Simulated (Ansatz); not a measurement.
C2H8N2 can be A, `CNCN`, or B, `NCCN`.

Computed with Ansatz on PBE0-D4/def2-TZVP structures; ΔE is electronic, products minus reactants. CCSD(T)/CBS adds triple-zeta CCSD(T) − MP2 to the extrapolated MP2 energy (def2 sets, frozen cores). Functionals use def2-TZVPP. B3LYP here is the variant with VWN-RPA as its local correlation; programs differ in this. Each species was taken in one conformer, which may not be the lowest.

A:

Z-matrix (Å, degrees):
```
C
N 1 1.446
H 1 1.093 2 110.0
H 1 1.091 2 109.9 3 117.6
H 1 1.104 2 113.8 3 -120.8
C 2 1.453 1 114.0 3 66.7
H 2 1.012 1 110.1 3 -169.9
N 6 1.440 2 114.7 1 -75.2
H 6 1.094 2 107.1 1 164.3
H 6 1.103 2 112.1 1 47.0
H 8 1.013 6 109.8 2 -48.2
H 8 1.011 6 111.4 2 71.0
```

B:

```xyz
12

N    -0.780   -0.974    0.893
C     0.396   -0.127    0.774
C     0.173    0.967   -0.259
N    -0.112    0.516   -1.609
H    -0.876   -1.560    0.072
H    -0.695   -1.599    1.684
H     0.578    0.343    1.746
H     1.314   -0.682    0.514
H    -0.664    1.590    0.067
H     1.059    1.610   -0.289
H    -0.999    0.031   -1.648
H     0.606   -0.114   -1.947
```

Which is lower in electronic energy at CCSD(T)/CBS, and by how much? (Estimate.)

Ansatz gave: B, by 4.2 kcal/mol.

Give E(B) − E(A) in kcal/mol with PBE0-D4, HF/def2-TZVPP, ωB97M-V, CCSD/def2-TZVPP, B3LYP-D4, B2PLYP, r2SCAN-D4. (Estimate.)

Ansatz gave: PBE0-D4 -3.4, HF/def2-TZVPP -3.2, ωB97M-V -3.6, CCSD/def2-TZVPP -3.8, B3LYP-D4 -3.0, B2PLYP -3.3, r2SCAN-D4 -3.3. None reverses the order clearly.

Does the order hold for the free energy at 298.15 K (harmonic terms from PBE0-D4)? (An estimate is asked.)

The calculation gave: Yes: G(B) − G(A) = -4.0 kcal/mol, for one conformer each.

Largest T1 diagnostic: 0.009.

Leaving LDA and LC-ωPBE aside and taking each functional with its dispersion term where it has one, the values, not all of them listed here, spread over 1.0 kcal/mol, from PBE-QIDH to BLYP-D4. At CCSD(T), def2-SVP lies +2.0 kcal/mol from the extrapolated value and def2-TZVPP +0.5 kcal/mol.
